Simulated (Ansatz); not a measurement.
Results of r²SCANh (Ansatz, a quantum-chemistry and plane-wave program, PAW) for rock-salt MgS.

Settings: plane-wave cutoff 520 eV, 8×8×8 k mesh, Fermi–Dirac smearing 0.01 eV, scalar-relativistic PAW data made under PBE.

Properties against volume:

| V (Å³/atom) | P (GPa) | direct gap at Γ (eV) | smallest gap on the k mesh (eV) |
|---|---|---|---|
| 16.660 | 4.59 | 5.707 | 4.179 |
| 17.099 | 2.15 | 5.472 | 4.122 |
| 17.480 | 0.26 | 5.278 | 4.073 |
| 17.976 | -1.91 | 5.039 | 4.009 |
| 18.414 | -3.59 | 4.840 | 3.954 |

The fundamental gap (4.07 eV at the equilibrium volume, on the SCF mesh) lies elsewhere than Γ–Γ.
